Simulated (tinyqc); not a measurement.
Inside a calculation. Method: RHF in the sto-3g basis, for H3O+, spin multiplicity 1. One step of it, computed by the program tinyqc.

Question. Orthogonalisation. S = U s U^T; symmetric (Loewdin) form X = U s^(-1/2) U^T, so that X^T S X = 1.

overlap S, order 1O 1s, 1O 2s, 1O 2px, 1O 2py, 1O 2pz, 2H 1s, 3H 1s, 4H 1s:
```
[[1.000000, 0.236704, 0.000000, 0.000000, 0.000000, 0.028155, 0.028117, 0.028117],
 [0.236704, 1.000000, 0.000000, 0.000000, 0.000000, 0.314267, 0.313972, 0.313972],
 [0.000000, 0.000000, 1.000000, 0.000000, 0.000000, 0.289156, -0.144518, -0.144518],
 [0.000000, 0.000000, 0.000000, 1.000000, 0.000000, 0.000000, 0.250200, -0.250200],
 [0.000000, 0.000000, 0.000000, 0.000000, 1.000000, -0.025451, -0.025420, -0.025420],
 [0.028155, 0.314267, 0.289156, 0.000000, -0.025451, 1.000000, 0.096623, 0.096623],
 [0.028117, 0.313972, -0.144518, 0.250200, -0.025420, 0.096623, 1.000000, 0.096598],
 [0.028117, 0.313972, -0.144518, -0.250200, -0.025420, 0.096623, 0.096598, 1.000000]]
```

Give: eigenvalues of S; X.

Answer.

eigenvalues of S: [0.495, 0.594, 0.595, 0.980, 1.015, 1.309, 1.309, 1.703]

X, order 1O 1s, 1O 2s, 1O 2px, 1O 2py, 1O 2pz, 2H 1s, 3H 1s, 4H 1s:
```
[[1.024, -0.137, 0.000, 0.000, 0.001, 0.016, 0.016, 0.016],
 [-0.137, 1.146, 0.000, 0.000, -0.010, -0.168, -0.168, -0.168],
 [0.000, 0.000, 1.057, 0.000, 0.000, -0.171, 0.086, 0.086],
 [0.000, 0.000, 0.000, 1.057, 0.000, 0.000, -0.148, 0.148],
 [0.001, -0.010, 0.000, 0.000, 1.001, 0.013, 0.013, 0.013],
 [0.016, -0.168, -0.171, 0.000, 0.013, 1.083, -0.032, -0.032],
 [0.016, -0.168, 0.086, -0.148, 0.013, -0.032, 1.083, -0.032],
 [0.016, -0.168, 0.086, 0.148, 0.013, -0.032, -0.032, 1.083]]
```
